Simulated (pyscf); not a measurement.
Single points on ωB97X-D3(BJ)/def2-SVP structures (PySCF, gas phase). Correlated levels are frozen-core, on RHF or UHF. ΔMP2 is the change of the MP2 total energy from the triple- to the quadruple-zeta basis.

HO–In(OH)–OH (SMILES [OH][In]([OH])[OH]) → H₂O (SMILES O) + O=In–OH (SMILES [O]=[In][OH])
Surface: singlet. Broken: In–O, H–O. Formed: H–O. Give ΔE‡ and ΔE from CCSD(T)/def2-TZVPP + ΔMP2(QZVPP), relative to the reactant's lowest minimum found.

ΔE‡ = 40.9 kcal/mol, ΔE = +52.6 kcal/mol. Zero-point energy shifts the barrier by -1.6 kcal/mol. It is an elimination, with an imaginary mode of 774i cm⁻¹. On the product side the descent ends in an adduct with a In–O contact, 17.0 kcal/mol under the separated species and 1.6 kcal/mol under the saddle at ωB97X-D3(BJ)/def2-TZVP. At CCSD(T) the saddle lies under the separated products, which points to a path from their complex (located at ωB97X-D3(BJ) alone), and parting the products costs more than the saddle. What is counted as broken (In–O) persists as a longer contact in the product adduct; parting that adduct is a step of its own. One saddle was located; it need not be the lowest between these sides. The CCSD(T) − MP2 part came from Ansatz, without density fitting, on the same reference. The frozen core leaves the outer d or s,p core shells of the metals and heavy elements correlated in the MP2 and CC values, and def2-TZVPP describes them poorly, which can shift differences by a few kcal/mol. Elements past Kr carry the def2 core potentials, without spin-orbit coupling.
